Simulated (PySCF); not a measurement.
**Bond curve of Li₂⁻**

Set-up: PySCF, spin-free X2C with a Gaussian nucleus, basis sets Li aug-cc-pVDZ-DK. Energies in eV from Li + Li⁻ in their ground configurations at the same level. State: doublet, unpaired electrons σ ↑.

```json
{"R (Å)": "2.669", "r²SCAN0": "-0.8102"}
{"R (Å)": "2.793", "r²SCAN0": "-0.8617"}
{"R (Å)": "2.917", "r²SCAN0": "-0.8935"}
{"R (Å)": "3.010", "r²SCAN0": "-0.9070"}
{"R (Å)": "3.103", "r²SCAN0": "-0.9134"}
{"R (Å)": "3.196", "r²SCAN0": "-0.9140"}
{"R (Å)": "3.320", "r²SCAN0": "-0.9076"}
{"R (Å)": "3.475", "r²SCAN0": "-0.8908"}
{"R (Å)": "3.662", "r²SCAN0": "-0.8621"}
{"R (Å)": "3.910", "r²SCAN0": "-0.8155"}
```

Question: Put a parabola through the three lowest points of the r²SCAN0 curve and estimate Re, k and ωe (reduced mass 3.508 u; 1 eV/Å² = 0.16022 mdyn/Å; ωe = 1302.8·√(k/μ) cm⁻¹).

Answer: Through R = 3.103, 3.196, 3.32 Å the second-order coefficient is 0.268 eV/Å², so Re ≈ 3.162 Å, k ≈ 0.0857 mdyn/Å and ωe ≈ 204 cm⁻¹. A polynomial fit of higher order to the unrounded r²SCAN0 energies gives Re = 3.159 Å, k = 0.0948 mdyn/Å, ωe = 214 cm⁻¹; anharmonicity and rounding make the difference.

The higher-order fit for each curve: r²SCAN0: Re = 3.159 Å, ωe = 214 cm⁻¹, De = 0.91 eV.

⟨S²⟩ is raised (Li₂⁻ 0.95), so spin contamination touches these numbers. The highest Kohn–Sham level is positive in this anion. Much of that is self-interaction error, but it also means that the finite basis helps to hold the extra electron. The state was picked by a PBE0 search and need not be the measured ground state.
